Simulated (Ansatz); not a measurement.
**Molecular dynamics of CHNO**

Input file:

```yaml
crystal:
  periodic: [false, false, false]
  atoms:
    - { symbol: "N", position_ang: [0.50818, -0.403792, -0.443548] }
    - { symbol: C, position_ang: [-0.459919, 0.159637, 0.045654] }
    - { symbol: O, position_ang: [-1.465816, 0.651029, 0.391372] }
    - { symbol: H, position_ang: [1.417555, -0.406874, 0.006522] }
magnetization:
  spin_polarized: true
basis:
  gaussian: { orbitals: cc-pVDZ }
hamiltonian:
  xc: b3lyp
md:
  timestep: 0.5
  n_steps: 150
  ensemble: nvt_nose_hoover
  temperature: 700.0
  initial_velocities: maxwell_boltzmann
  seed: 780164
  temperature_schedule:
    - { n_steps: 37, end_temperature: 700.0 }
    - { n_steps: 113, end_temperature: 2100.0 }
```

Command:

```bash
$ ansatz run input.yaml --threads 1 --pin off --max-ram 2048MiB --backend cpu --events-out ev --progress --plain --runs-dir out
```

It starts from a relaxed structure.

Output, in part (one step line in 6, the closing report, with atoms numbered from 0):

```
md step     0: t =     0.00 fs  T =   700.0 K (target 700.0 K)  F+E_penalty+E_count = -4590.37734859 eV  E_kin = 0.180964 eV  conserved = -4590.19638459 eV  (27 SCF iters)
md step     6: t =     3.00 fs  T =   192.8 K (target 700.0 K)  F+E_penalty+E_count = -4590.24466793 eV  E_kin = 0.049831 eV  conserved = -4590.19484963 eV  (26 SCF iters)
md step    12: t =     6.00 fs  T =   524.3 K (target 700.0 K)  F+E_penalty+E_count = -4590.33165143 eV  E_kin = 0.135552 eV  conserved = -4590.19620904 eV  (32 SCF iters)
md step    18: t =     9.00 fs  T =   229.0 K (target 700.0 K)  F+E_penalty+E_count = -4590.25412432 eV  E_kin = 0.059191 eV  conserved = -4590.19526517 eV  (33 SCF iters)
md step    24: t =    12.00 fs  T =   267.4 K (target 700.0 K)  F+E_penalty+E_count = -4590.26422753 eV  E_kin = 0.069123 eV  conserved = -4590.19554411 eV  (34 SCF iters)
md step    30: t =    15.00 fs  T =   397.4 K (target 700.0 K)  F+E_penalty+E_count = -4590.29776173 eV  E_kin = 0.102729 eV  conserved = -4590.19592307 eV  (33 SCF iters)
md step    36: t =    18.00 fs  T =    67.9 K (target 700.0 K)  F+E_penalty+E_count = -4590.21135551 eV  E_kin = 0.017565 eV  conserved = -4590.19488739 eV  (25 SCF iters)
md step    42: t =    21.00 fs  T =   585.6 K (target 755.8 K)  F+E_penalty+E_count = -4590.34593761 eV  E_kin = 0.151401 eV  conserved = -4590.19618582 eV  (32 SCF iters)
md step    48: t =    24.00 fs  T =   290.7 K (target 830.1 K)  F+E_penalty+E_count = -4590.26774127 eV  E_kin = 0.075158 eV  conserved = -4590.19514587 eV  (28 SCF iters)
md step    54: t =    27.00 fs  T =   495.8 K (target 904.4 K)  F+E_penalty+E_count = -4590.32070337 eV  E_kin = 0.128161 eV  conserved = -4590.19574495 eV  (28 SCF iters)
md step    60: t =    30.00 fs  T =   445.9 K (target 978.8 K)  F+E_penalty+E_count = -4590.30640321 eV  E_kin = 0.115268 eV  conserved = -4590.19573109 eV  (33 SCF iters)
md step    66: t =    33.00 fs  T =   252.1 K (target 1053.1 K)  F+E_penalty+E_count = -4590.25514516 eV  E_kin = 0.065179 eV  conserved = -4590.19517241 eV  (27 SCF iters)
md step    72: t =    36.00 fs  T =   553.9 K (target 1127.4 K)  F+E_penalty+E_count = -4590.33266214 eV  E_kin = 0.143197 eV  conserved = -4590.19614490 eV  (28 SCF iters)
md step    78: t =    39.00 fs  T =    66.5 K (target 1201.8 K)  F+E_penalty+E_count = -4590.20443842 eV  E_kin = 0.017199 eV  conserved = -4590.19484421 eV  (25 SCF iters)
md step    84: t =    42.00 fs  T =   435.4 K (target 1276.1 K)  F+E_penalty+E_count = -4590.30010673 eV  E_kin = 0.112564 eV  conserved = -4590.19595112 eV  (33 SCF iters)
md step    90: t =    45.00 fs  T =   247.9 K (target 1350.4 K)  F+E_penalty+E_count = -4590.24927764 eV  E_kin = 0.064082 eV  conserved = -4590.19534146 eV  (33 SCF iters)
md step    96: t =    48.00 fs  T =   334.4 K (target 1424.8 K)  F+E_penalty+E_count = -4590.27080429 eV  E_kin = 0.086440 eV  conserved = -4590.19533600 eV  (32 SCF iters)
md step   102: t =    51.00 fs  T =   600.9 K (target 1499.1 K)  F+E_penalty+E_count = -4590.33760998 eV  E_kin = 0.155350 eV  conserved = -4590.19610679 eV  (32 SCF iters)
md step   108: t =    54.00 fs  T =   217.7 K (target 1573.5 K)  F+E_penalty+E_count = -4590.23540043 eV  E_kin = 0.056277 eV  conserved = -4590.19473989 eV  (25 SCF iters)
md step   114: t =    57.00 fs  T =   726.9 K (target 1647.8 K)  F+E_penalty+E_count = -4590.36576489 eV  E_kin = 0.187929 eV  conserved = -4590.19638395 eV  (33 SCF iters)
md step   120: t =    60.00 fs  T =   222.3 K (target 1722.1 K)  F+E_penalty+E_count = -4590.23059932 eV  E_kin = 0.057477 eV  conserved = -4590.19475583 eV  (25 SCF iters)
md step   126: t =    63.00 fs  T =   505.4 K (target 1796.5 K)  F+E_penalty+E_count = -4590.30294504 eV  E_kin = 0.130664 eV  conserved = -4590.19591558 eV  (33 SCF iters)
md step   132: t =    66.00 fs  T =   280.1 K (target 1870.8 K)  F+E_penalty+E_count = -4590.24069791 eV  E_kin = 0.072414 eV  conserved = -4590.19535504 eV  (33 SCF iters)
md step   138: t =    69.00 fs  T =   141.2 K (target 1945.1 K)  F+E_penalty+E_count = -4590.20356511 eV  E_kin = 0.036509 eV  conserved = -4590.19492433 eV  (27 SCF iters)
md step   144: t =    72.00 fs  T =   643.5 K (target 2019.5 K)  F+E_penalty+E_count = -4590.33105708 eV  E_kin = 0.166355 eV  conserved = -4590.19622799 eV  (32 SCF iters)
md step   150: t =    75.00 fs  T =   184.3 K (target 2093.8 K)  F+E_penalty+E_count = -4590.20705544 eV  E_kin = 0.047634 eV  conserved = -4590.19455108 eV  (27 SCF iters)
Total energy: -4590.20719467 eV, -168.6870030498 hartree
Atom 0 at     0.497266    -0.429076    -0.434600 Å, force    -1.547160     1.126856     0.668123 eV/Å
Atom 1 at    -0.460135     0.216152     0.058808 Å, force     5.951520    -3.494767    -2.276267 eV/Å
Atom 2 at    -1.458677     0.626944     0.381623 Å, force    -4.305397     2.172188     1.485645 eV/Å
Atom 3 at     1.458471    -0.346661    -0.119815 Å, force    -0.098962     0.195722     0.122499 eV/Å
Dipole moment:     0.361213     0.059912     0.130258 e Å
```

All steps were run. The conserved energy stayed within 0.46 meV per atom of its start (net change 0.46 meV per atom), so the integration is sound. The schedule's set-point averaged 1635 K over the second half and the system 363 K, so it lags behind the ramp. A run of 0.075 ps of so small a system gives no equilibrium averages.

The same pairs are bonded in the first frame and the last. Pairs count as bonded within 1.25 times the sum of covalent radii (0.12 Å more for H–H).

Last frame:

```xyz
4
Properties=species:S:1:pos:R:3
N 0.497 -0.429 -0.435
C -0.460 0.216 0.059
O -1.459 0.627 0.382
H 1.458 -0.347 -0.120
```

The run took 3.3 min on 1 CPU thread of a shared host.
